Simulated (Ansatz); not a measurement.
# C₃H₅N: up Jacob's ladder to CCSD(T)

Aim: compute C₃H₅N with functionals from several rungs and with coupled cluster. The yardstick is the atomisation energy at the CCSD(T) limit.

Computed with Ansatz 0.2.0, Gaussian basis. Level: functionals in def2-TZVPP, the program's frozen cores in correlated methods.

Plan: LDA (SPW92), PBE-D4, revPBE-D4, BLYP-D4, r2SCAN-D4, B97M-V, PBE0-D4, B3LYP-D4, r2SCANh-D4, r2SCAN0-D4, HSE06-D4, BHLYP-D4, CAM-B3LYP-D4, LC-ωPBE, ωB97X-V, ωB97M-V, B2PLYP, PBE-QIDH; CCSD(T)/def2-SVP; CCSD(T)/def2-TZVPP; MP2/def2-QZVPP; extrapolation to the limit; RPA on PBE.

### Step 1. The geometry

An earlier PBE0-D4 in a triple-zeta def2 set relaxation fixed the geometry.

SMILES `C=C=CN`, 9 atoms, charge 0, spin multiplicity 1.

Atoms are counted from 1 here; the program's logs count them from 0.

Bond lengths: C1–C2 1.302 Å, C1–H5 1.088 Å, C1–H6 1.088 Å, C2–C3 1.307 Å, C3–N4 1.398 Å, C3–H7 1.087 Å, N4–H8 1.009 Å, N4–H9 1.009 Å. Angles: C2–C1–H5 121.8°, C2–C1–H6 121.7°, H5–C1–H6 116.5°, C1–C2–C3 177.9°, C2–C3–N4 126.6°, C2–C3–H7 118.7°, N4–C3–H7 114.5°, C3–N4–H8 113.3°, C3–N4–H9 113.5°, H8–N4–H9 110.8°.

### Step 2. LDA

This LDA is Slater exchange with PW92 correlation.

Input file in.yaml:

```yaml
crystal:
  periodic: [false, false, false]
  atoms:
    - {symbol: C, position_ang: [-0.304687, 1.601408, -0.924785]}
    - {symbol: C, position_ang: [0.123506, 0.491196, -0.397384]}
    - {symbol: C, position_ang: [0.585366, -0.598931, 0.156418]}
    - {symbol: N, position_ang: [-0.014511, -1.329601, 1.186898]}
    - {symbol: H, position_ang: [-0.889198, 1.611742, -1.842037]}
    - {symbol: H, position_ang: [-0.095251, 2.567967, -0.471186]}
    - {symbol: H, position_ang: [1.563120, -0.964769, -0.146686]}
    - {symbol: H, position_ang: [0.106413, -2.326690, 1.091148]}
    - {symbol: H, position_ang: [-0.986259, -1.098522, 1.330614]}
basis:
  gaussian: {orbitals: def2-TZVPP}
hamiltonian: {xc: lda}
output: {orbitals: {seedname: orbitals}}
```

The run is started by

```console
$ ansatz run in.yaml --threads 2 --pin off --events-out ev --progress --plain --max-ram 4352MiB
```

The runs that follow: PBE-D4 (GGA); revPBE-D4 (GGA); BLYP-D4 (GGA); r2SCAN-D4 (meta-GGA); B97M-V (meta-GGA); B3LYP-D4 (hybrid); r2SCANh-D4 (hybrid); r2SCAN0-D4 (hybrid); HSE06-D4 (hybrid); BHLYP-D4 (hybrid); CAM-B3LYP-D4 (range-separated); LC-ωPBE (range-separated); ωB97X-V (range-separated); ωB97M-V (range-separated); B2PLYP (double hybrid); PBE-QIDH (double hybrid); CCSD(T) in def2-SVP; CCSD(T) in def2-TZVPP; MP2 in def2-QZVPP; RPA on PBE orbitals.

Before running them: what should the planned runs give, taken together? Wanted: atomisation energy, CCSD(T)/CBS; farthest beyond LDA; mean size of error, GGA; mean size of error, meta-GGA; mean size of error, hybrid; mean size of error, range-separated; mean size of error, double hybrid; gap, smallest and largest; T1 diagnostic.

**Answer**, as computed:

| quantity | value |
| --- | --- |
| atomisation energy, CCSD(T)/CBS | 3640.1 kJ/mol |
| functionals within 18.2 kJ/mol (0.5 %) | r2SCANh-D4, LC-ωPBE, ωB97X-V, B2PLYP, PBE-QIDH |
| farthest beyond LDA | PBE-D4 (+149.4 kJ/mol) |
| mean size of error, GGA | 84.2 kJ/mol |
| mean size of error, meta-GGA | 22.3 kJ/mol |
| mean size of error, hybrid | 50.9 kJ/mol |
| mean size of error, range-separated | 21.2 kJ/mol |
| mean size of error, double hybrid | 9.8 kJ/mol |
| gap, smallest and largest | 3.90 eV (LDA (SPW92)), 11.06 eV (LC-ωPBE) |
| T1 diagnostic | 0.0122 |
| triples share of the correlation energy | 4.4 % |

**Reading.** The LDA atomisation energy is off by 597.8 kJ/mol (16 %): it overbinds. PBE-D4 misses by +149.4 kJ/mol. Double hybrids carry the basis error of their MP2 part in triple zeta, and no dispersion term here, so their miss is partly the set-up's. Taken by rung, double hybrid functionals do best (9.8 kJ/mol on average) and GGA ones worst beyond LDA (84.2 kJ/mol). The reference freezes the cores and leaves out relativity and excitations past (T), so misses under about 18.2 kJ/mol can't be ranked. Hartree-Fock recovers 71 % of the binding; the rest is correlation. CCSD(T) in def2-SVP is off by -177.2 kJ/mol, which most functionals beat. The gap grows from 3.9 to 11.1 eV across the functionals, mostly with the share of exact exchange.
